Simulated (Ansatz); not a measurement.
The end point of a relaxation of AlAs. Space group F-43m (No. 216), zinc blende type. All values below come from PBEsol (plane waves to 420 eV, PAW, scalar-relativistic; Ansatz, a program for electronic structure).

```xyz
2
Lattice="0.0000 2.8372 2.8372 2.8372 0.0000 2.8372 2.8372 2.8372 0.0000" Properties=species:S:1:pos:R:3 pbc="T T T"
Al     4.2558     4.2558     4.2558
As     0.0000     0.0000     0.0000
```

```json
{
 "volume_per_atom": "22.84 Å³",
 "density": "3.70 g/cm³",
 "band_gap": "1.34 eV, indirect (valence top at Γ, conduction bottom at X) (no spin-orbit coupling)",
 "smallest_direct_gap": "1.91 eV at Γ",
 "shortest_distances": "Al–As 2.46 Å",
 "k-mesh": "10×10×10"
}
```

No spin polarisation in the result.

Measured for AlAs: a 5.649 Å (static lattice; corrected from measurement; as listed in Daniel Mejia-Rodriguez, S. B. Trickey, Phys. Rev. B (2018)); gap 2.28 eV (static lattice; corrected from measurement; as listed in Wei Chen et al., Physical Review Materials (2018)). Computed minus measured — a: PBEsol +0.4 %; gap: PBEsol -0.94 eV. The computed values are for a static lattice, and a measured gap can be an optical one, lowered by exciton binding.

It was reached from a disturbed copy of a P4₁32 (No. 213) cell, against which it lies -0.84 eV/atom.
